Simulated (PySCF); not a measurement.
## MgH from Hartree–Fock to correlated methods

State: ²Σ⁺ (doublet), unpaired electrons σ ↑. Set-up: PySCF, spin-free X2C with a Gaussian nucleus, basis sets Mg x2c-TZVPPall, H x2c-TZVPPall. De refers to Mg + H in their ground configurations, without counterpoise correction. The functionals are run spin-unrestricted. A positive dipole means Mg(−)H(+).

```tsv
Level	Re (Å)	ωe (cm⁻¹)	De (eV)	μ (D)
UHF	1.734	1542	1.15	-1.43
UHF-MP2	1.718	1545	1.31	n/a
UHF-SCS-MP2	1.719	1546	1.35	n/a
UHF-CCSD	1.730	1486	1.33	n/a
UHF-CCSD(T)	1.731	1480	1.32	n/a
LDA	1.753	1404	1.58	-1.22
PBE	1.756	1408	1.38	-1.22
revPBE	1.761	1405	1.40	-1.25
PW91	1.752	1419	1.42	-1.26
r²SCAN	1.745	1459	1.62	-1.36
PBE0	1.743	1463	1.40	-1.29
HSE06	1.743	1459	1.40	-1.31
B2PLYP	1.732	1485	1.37	-1.41
```

Measured (Huber and Herzberg, Constants of Diatomic Molecules (1979)): Re = 1.7297 Å, ωe = 1495.2 cm⁻¹.

The bond length runs from 1.718 Å (UHF-MP2) to 1.761 Å (revPBE). De spans 1.15 eV (UHF, mean field) to 1.62 eV (r²SCAN, meta-GGA). Correlation at CCSD(T) changes the Hartree–Fock bond energy by +0.17 eV; the triples alone change it by -0.01 eV.

Correlated steps freeze 1 core orbital. B2PLYP dipoles, levels and charges come from its SCF part alone. The state is the lowest determinant that a PBE0 search found; another state may lie lower at other levels.
